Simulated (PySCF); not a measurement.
## Unknown: peak-picked proton spectrum

Formula C4H7F. The spectrum was simulated from the full spin Hamiltonian at 700 MHz with 0.6 Hz Lorentzian lines, from shifts rounded to 0.01 ppm and J to 0.1 Hz, couplings under 1 Hz left out.

Maxima in ppm (height), grouped by integral:
1H: 6.090 (7), 6.086 (7), 6.072 (8), 6.068 (8), 6.064 (9), 6.060 (16), 6.056 (7), 6.046 (10), 6.042 (17), 6.038 (8), 6.034 (9), 6.030 (9), 6.016 (10), 6.012 (10)
1H: 5.876 (19), 5.873 (22), 5.872 (23), 5.869 (20), 5.849 (15), 5.847 (17), 5.846 (17), 5.843 (15)
1H: 5.553 (17), 5.550 (19), 5.548 (18), 5.544 (18), 5.536 (16), 5.532 (18), 5.530 (17), 5.527 (16)
1H: 5.426 (3), 5.422 (3), 5.420 (4), 5.418 (2), 5.416 (9), 5.412 (9), 5.410 (4), 5.409 (4), 5.407 (9), 5.403 (9), 5.401 (2), 5.399 (3), 5.397 (3), 5.393 (3), 5.347 (3), 5.343 (3), 5.341 (4), 5.339 (2), 5.337 (9), 5.334 (9), 5.331 (4), 5.330 (4), 5.327 (9), 5.324 (9), 5.322 (2), 5.320 (3), 5.318 (3), 5.314 (3)
3H: 1.411 (100), 1.401 (100), 1.379 (100), 1.369 (99)

¹³C{¹H} NMR (computed): δ 147.2 (d, J = 14.6 Hz), 119.0 (d, J = 13.1 Hz), 93.0 (d, J = 229.6 Hz), 24.6 (d, J = 22.3 Hz).

- GFN2-xTB geometry
- B3LYP/pcJ-1 coupling constants (spin–dipole term only in couplings to heteroatoms)
- σ from GIAO-PBE0/pcSseg-1
- code: PySCF
- non-relativistic, fast rotation and ring inversion assumed for equivalent nuclei, no solvent model, one conformer

δ = σ(ref) − σ, references computed at the same level: TMS for ¹H (σ = 31.72 ppm) and ¹³C (σ = 186.93 ppm).

Q: Analyse the multiplets.

A: ¹H NMR (700 MHz, computed): δ 6.05 (m, 1H), 5.86 (ddd, J = 18.3, 2.8, 2.0 Hz, 1H), 5.54 (ddd, J = 12.5, 3.7, 2.6 Hz, 1H), 5.37 (dqq, J = 55.3, 6.9, 2.7 Hz, 1H), 1.39 (dd, J = 22.2, 6.9 Hz, 3H). These are first-order names from the parameters used; overlap and second-order distortion can hide them in the list.

Q: What is the compound?

A: SMILES C=C[C@H](C)F.

Structure with atom numbers: `[CH2:1]=[CH:2][C@H:3]([CH3:4])[F:5]`; H(Xn) means a hydrogen on atom n. Ha(C1) is cis to C3; Hb(C1) is trans to C3.

δ 6.05: H(C2), hydrogen on an alkene CH, coupled to F5 (21.2 Hz), Ha(C1) (18.3 Hz), Hb(C1) (12.5 Hz), H(C3) (2.8 Hz). δ 5.86: Ha(C1), hydrogen on a terminal =CH2 carbon, coupled to H(C2) (18.3 Hz), H(C3) (2.8 Hz), F5 (2.0 Hz). δ 5.54: Hb(C1), hydrogen on a terminal =CH2 carbon, coupled to H(C2) (12.5 Hz), F5 (3.7 Hz), H(C3) (2.6 Hz). δ 5.37: H(C3), hydrogen on an allylic sp3 CH bonded to F, coupled to F5 (55.3 Hz), H(C4) (6.9 Hz), Ha(C1) and H(C2) and Hb(C1) (2.7 Hz). δ 1.39: H(C4), hydrogen on a methyl carbon, coupled to F5 (22.2 Hz), H(C3) (6.9 Hz).

The data come from this structure; uniqueness wasn't tested.

Common functionals overestimate the size of one-bond C–F couplings by tens of Hz; these are unscaled. Splittings below 1 Hz are ignored in the labels, and close J values are merged. Unscaled 3J(H,H) at this level run about 10 % above measured values. Shifts are as computed. Against solution values, carbons near 30 ppm lie about +3 ppm off and those near 130 ppm about +5 ppm. Of 1211 compounds with measured shifts, 218 miss one by over three times the rms of a fit or turn the order of signals round; such compounds aren't used in these exercises. Couplings across =CH–CH2 type bonds come from one rotamer and its mirror image, and can be 1–2 Hz further off. Vicinal couplings across rotatable single bonds and in flexible rings belong to the one computed conformer; a conformer average would change them.
